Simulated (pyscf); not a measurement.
A first-order saddle from PySCF, ωB97X-D3(BJ)/def2-SVP:

```
C
H 1 1.1058
C 1 1.4308 2 112.02
H 3 1.0991 1 117.18 2 -162.69
H 3 1.0997 4 114.14 1 -147.79
H 3 1.1589 4 104.88 5 -119.89
O 6 1.8313 3 134.81 4 -95.18
H 7 0.9648 6 147.51 3 -157.99
Zn 7 1.9191 8 116.51 6 -170.03
H 9 1.5522 7 139.26 8 -28.61
```
Charge 0, spin multiplicity 1.

Surface: singlet, charge 0. Lowest wavenumbers (cm⁻¹): 388i, 181, 240, 312, 383.

Task: What reaction is this the transition state of?

Result: H₃C–CH(OH)–ZnH <-> H₂C=CH–ZnH + H₂O, an elimination read from left to right: C–H, C–O broken and H–O formed. At ωB97M-D3(BJ)/def2-TZVP it lies +1.90 eV from the left side and +1.47 eV from the right (each side as separated species at their lowest minima found). On the product side the descent ends in an adduct with a O–Zn contact, 0.43 eV under the separated species and 1.82 eV under the saddle at ωB97X-D3(BJ)/def2-TZVP. H₃C–CH(OH)–ZnH lies 0.22 eV over its isomer H₃C–Zn–CH₂–OH (electronic energy, ωB97M-D3(BJ)/def2-TZVP). One saddle was located; it need not be the lowest between these sides. Elements up to Kr have no core potential and no relativistic terms here.
